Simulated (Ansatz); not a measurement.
# C₂H₇N (singlet): the correlation ladder, 6-31G*

Aim: climb from Hartree-Fock through coupled cluster and multireference methods for C₂H₇N (singlet) at one geometry and basis, and see what each rung misses.

Computed with Ansatz 0.2.0, Gaussian basis. Level: 6-31G*, core rule «outside noble gas», up to 3 orbitals frozen.

The runs, in order: UHF; CCSD(T) on RHF; BCCD(T) on RHF; CISD; CCSDT(Q) on RHF; CASSCF and MRCISD+Q, 8 electrons in 8 orbitals; CASSCF and NEVPT2, 8 electrons in 8 orbitals.

14 further runs of the same task are left out: 1 that didn't finish, 13 set aside as unsound or not needed.

### 1 The system

The geometry is an MP2(full)/6-31G* stationary point (not a proven minimum).

10 atoms, charge 0, spin multiplicity 1.

Atoms are counted from 1 here; the program's logs count them from 0.

Bond lengths: C1–N2 1.456 Å, C1–H4 1.103 Å, C1–H5 1.092 Å, C1–H6 1.094 Å, N2–C3 1.456 Å, N2–H7 1.018 Å, C3–H8 1.103 Å, C3–H9 1.092 Å, C3–H10 1.094 Å. Angles: N2–C1–H4 114.1°, N2–C1–H5 109.5°, N2–C1–H6 108.9°, H4–C1–H5 108.5°, H4–C1–H6 107.7°, H5–C1–H6 107.9°, C1–N2–C3 111.7°, C1–N2–H7 108.8°, C3–N2–H7 108.8°, N2–C3–H8 114.1°, N2–C3–H9 109.5°, N2–C3–H10 108.9°, H8–C3–H9 108.5°, H8–C3–H10 107.7°, H9–C3–H10 107.9°.

### 2 UHF

File in.yaml:

```yaml
crystal:
  periodic: [false, false, false]
  atoms:
    - {symbol: C, position_ang: [-0.016003, -0.256609, 1.204880]}
    - {symbol: N, position_ang: [-0.016003, 0.560563, 0.000000]}
    - {symbol: C, position_ang: [-0.016003, -0.256609, -1.204880]}
    - {symbol: H, position_ang: [0.803028, -0.994649, 1.248506]}
    - {symbol: H, position_ang: [0.051125, 0.389275, 2.083405]}
    - {symbol: H, position_ang: [-0.960693, -0.804894, 1.261750]}
    - {symbol: H, position_ang: [0.816830, 1.146313, 0.000000]}
    - {symbol: H, position_ang: [0.803028, -0.994649, -1.248506]}
    - {symbol: H, position_ang: [0.051125, 0.389275, -2.083405]}
    - {symbol: H, position_ang: [-0.960693, -0.804894, -1.261750]}
basis:
  gaussian: {orbitals: "6-31G*"}
magnetization: {spin_polarized: true, initial_magnetization: 0}
hamiltonian: {xc: hf}
output: {orbitals: {seedname: orbitals}}
```

On the command line:

```console
> ansatz run in.yaml --threads 1 --pin off --events-out ev --progress --plain --max-ram 2560MiB --backend cpu
```

Further steps of the session: CCSD(T) on RHF; BCCD(T) on RHF; CISD; CCSDT(Q) on RHF; CASSCF and MRCISD+Q, 8 electrons in 8 orbitals; CASSCF and NEVPT2, 8 electrons in 8 orbitals.

**Question.** What will the summary of the whole plan be? Wanted: RCCSDT(Q) below the RHF energy; RMP2 from RCCSDT(Q); RCCSD from RCCSDT(Q); RCCSD(T) from RCCSDT(Q); NEVPT2 frontier from RCCSDT(Q); MRCISD+Q frontier from RCCSDT(Q); T1 diagnostic.

The runs gave:

```
                         quantity                      value
   RCCSDT(Q) below the RHF energy                -13.0546 eV
              RMP2 from RCCSDT(Q)              +137.7 kJ/mol
             RCCSD from RCCSDT(Q)               +34.5 kJ/mol
          RCCSD(T) from RCCSDT(Q)                +3.7 kJ/mol
   NEVPT2 frontier from RCCSDT(Q)              +154.5 kJ/mol
 MRCISD+Q frontier from RCCSDT(Q)               +17.0 kJ/mol
levels within 1 kcal/mol (43 meV)  RCCSD(T), BCCD(T), RCCSDT
                    T1 diagnostic                      0.008
```

What this shows: RCCSD(T) lands +3.7 kJ/mol from the yardstick (0.3 % of the correlation energy). Of the multireference levels listed MRCISD+Q frontier comes nearest in total energy (+17.0 kJ/mol), which doesn't show that its space is the better one. These misses are within one basis, not against nature.
